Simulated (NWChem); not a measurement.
# butadiene (C4H6)

```xyz
10

C     -1.7280    -0.6628     0.0000
C     -0.7001     0.1973     0.0000
C      0.7001    -0.1973     0.0000
C      1.7280     0.6628     0.0000
H     -1.5632    -1.7451     0.0000
H     -2.7643    -0.3169     0.0000
H     -0.9023     1.2755     0.0000
H      0.9023    -1.2755     0.0000
H      2.7643     0.3169     0.0000
H      1.5632     1.7451     0.0000
```
Charge 0, spin multiplicity 1.

The numbers come from NWChem runs, not from measurements. The geometry was optimised at PBE0/def2-SVP, a minimum by its harmonic frequencies. It is one conformer; others weren't searched.

Symmetry labels belong to the abelian group C2h used in the runs, with the axes of the coordinates shown.

Question: List the lowest 6 singlet excitations that CIS/def2-SVP gives, with oscillator strengths.

Answer: 
```
state  symmetry  energy (eV)  wavelength (nm)      f
-----  --------  -----------  ---------------  -----
1            bu         6.68              186  1.185
2            au         8.39              148  0.001
3            bg         8.74              142  0.000
4            au         8.88              140  0.001
5            ag         9.06              137  0.000
6            au         9.12              136  0.007
```
